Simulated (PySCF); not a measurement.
**Excitation energies in several basis sets**

Species: carbon trimer, C3 (singlet state).
InChI=1S/C3/c1-3-2

TDDFT with PBE0 (PySCF), vertical singlets, core orbitals frozen in the response, spherical d and f functions. Isolated species at its PBE0-D3(BJ)/def2-SVP geometry, gas phase.

Question: How do the low singlets change with the basis? Take 6-31G*, def2-SVP, 6-31+G*, def2-SVPD, aug-cc-pVDZ, def2-TZVP, def2-TZVPD and aug-cc-pVTZ.

Answer: 

```
      basis  functions  diffuse  S1 (eV)  S2 (eV)  S3 (eV)  S4 (eV)  S5 (eV)  LUMO (eV)  α (au)
     6-31G*         42       no     3.26     3.26     3.82     4.13     4.13      -4.15    25.6
   def2-SVP         42       no     3.26     3.26     3.83     4.13     4.13      -4.51    27.5
    6-31+G*         54      yes     3.31     3.31     3.81     4.11     4.11      -4.51    31.1
  def2-SVPD         60      yes     3.24     3.24     3.81     4.11     4.11      -4.60    32.8
aug-cc-pVDZ         69      yes     3.26     3.26     3.79     4.09     4.09      -4.55    33.6
  def2-TZVP         93       no     3.27     3.27     3.78     4.07     4.07      -4.53    31.6
 def2-TZVPD        111      yes     3.27     3.27     3.78     4.07     4.07      -4.54    33.7
aug-cc-pVTZ        138      yes     3.27     3.27     3.78     4.07     4.07      -4.55    33.9
```

States are compared by their number. Against the largest diffuse basis here (aug-cc-pVTZ, itself not a converged limit), sets without diffuse functions differ by up to 0.01 eV in S1 and 0.06 eV in S5; the smaller diffuse sets differ by up to 0.04 and 0.03 eV. State by state, the largest deviation of a set without diffuse functions is S1 0.01, S2 0.01, S3 0.05, S4 0.06, S5 0.06 eV. The same number needn't mean the same state in each row. Against aug-cc-pVTZ the polarisability deviates by -24% in 6-31G*, -19% in def2-SVP, -8% in 6-31+G*, -3% in def2-SVPD, -1% in aug-cc-pVDZ, -7% in def2-TZVP, 0% in def2-TZVPD.
